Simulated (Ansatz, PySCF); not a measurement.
This PySCF input computes a SVWN5/def2-TZVPD energy:

```python
from pyscf import gto, scf, dft

mol = gto.M(
    atom='''
    Si   -0.00000000   -0.00000000    0.00000000
    H     0.87559489    0.85467525    0.83309847
    H    -0.82219976   -0.86546541    0.87529791
    H    -0.88619780    0.85452031   -0.82197187
    H     0.83280267   -0.84373015   -0.88642451
    ''',
    basis='def2-tzvpd',
    charge=0,
    spin=0,
    verbose=4,
)

mf = dft.RKS(mol, xc='svwn').density_fit(auxbasis='def2-universal-jkfit')
mf.grids.level = 3
mf.conv_tol = 1e-9
mf.max_cycle = 100
mf.max_memory = 1500
mf.kernel()
if not mf.converged:
    mf = mf.newton()
    mf.kernel(mf.make_rdm1())
mf.analyze()
```

Problem. Write an input for the same energy in Ansatz (a program for electronic structure) and say what it gives.

Solution. 
Ansatz 0.2 input:
```yaml
crystal:
  periodic: [false, false, false]
  atoms:
    - {symbol: Si, position_ang: [-0.00000000, -0.00000000, 0.00000000]}
    - {symbol: H, position_ang: [0.87559489, 0.85467525, 0.83309847]}
    - {symbol: H, position_ang: [-0.82219976, -0.86546541, 0.87529791]}
    - {symbol: H, position_ang: [-0.88619780, 0.85452031, -0.82197187]}
    - {symbol: H, position_ang: [0.83280267, -0.84373015, -0.88642451]}
basis:
  gaussian:
    orbitals: def2-TZVPD
hamiltonian:
  xc: {name: SVWN5}
output: {forces: true}
```
It gives -290.67419 Eh, and PySCF -290.67423 Eh, a difference of 0.04 mEh, from the treatment of integrals and grids.
